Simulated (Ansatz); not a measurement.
# How far each method lies from UCCSDT(Q) for [SiH₃···H···NH], triplet

Geometry: a point of a hydrogen-transfer path between rigid fragments, not a stationary point.

```xyz
7

Si   -1.0360    0.0215    0.0000
H    -1.5309    1.4212    0.0000
H    -1.5309   -0.6784    1.2122
H    -1.5309   -0.6784   -1.2122
H     0.4486    0.0215    0.0000
N     2.1980    0.0215    0.0000
H     2.4671   -0.9828    0.0000
```

Basis cc-pVDZ; Ansatz 0.2.0. Only valence electrons are correlated (noble-gas cores frozen), which leaves 14 electrons in 51 orbitals. Prefix R: restricted or restricted open-shell reference; prefix U: unrestricted. Active spaces: pair = (4e, 4o) about the gap.

Full CI isn't at hand for all of this; UCCSDT(Q) serves as the reference, and is uncertain by about the last step of the cluster series. The frozen core follows each run's orbitals, which can shift R against U totals by a few meV.

For open shells CISD is restricted-active-space CI with the open shells as a complete middle space.

* UHF ⟨S²⟩: 2.017
* T1 diagnostic (RCCSD): 0.0178
* largest doubles amplitude (RCCSD): 0.032
* T1 diagnostic (UCCSD): 0.0123

```json
{"level": "UHF", "E − E(RHF) (eV)": "-0.2086"}
{"level": "RMP2", "E − E(RHF) (eV)": "-6.3851"}
{"level": "UMP2", "E − E(RHF) (eV)": "-6.3887"}
{"level": "RCCSD", "E − E(RHF) (eV)": "-7.7564"}
{"level": "UCCSD", "E − E(RHF) (eV)": "-7.7599"}
{"level": "RCCSD(T)", "E − E(RHF) (eV)": "-7.8890"}
{"level": "UCCSD(T)", "E − E(RHF) (eV)": "-7.8902"}
```

(1) Estimate how far UCCSDT(Q) in cc-pVDZ lies from RCCSD(T). The table doesn't fix it; the size of (T) and the diagnostics are the guide.

(1) UCCSDT(Q) in cc-pVDZ lies 3.3 kJ/mol below RCCSD(T), which is 26 % of the (T) step (-12.8 kJ/mol). The diagnostics give no warning, yet the rest is a sizeable part of (T).

The other levels:

```csv
level,E − E(UCCSDT(Q)) (kJ/mol),share of correlation (%),wall time
CISD,80.2,89.52,9.5 s
BCCD(T),3.3,99.57,3 s
RCCSDT,0.7,99.91,–
UCCSDT,0.6,99.93,–
RCCSDT(Q),0.1,99.98,5 s (H100)
CASSCF (pair space),703.6,7.96,–
NEVPT2 (pair space),141.4,81.50,1.6 s
MRCISD (pair space),70.4,90.79,–
MRCISD+Q (pair space),5.2,99.32,2.4 s (H100)
```

The correlation energy at UCCSDT(Q), counted from RHF, is -7.923 eV. That run took 4.3 s on 2 threads of AMD EPYC 7R13 with a shared H100 80 GB, shared host.

Times hold each run's SCF and search for its determinant on a shared host, so for small cases they say little of a method's own cost; rows without a card ran on 1 thread of AMD EPYC 7R13.
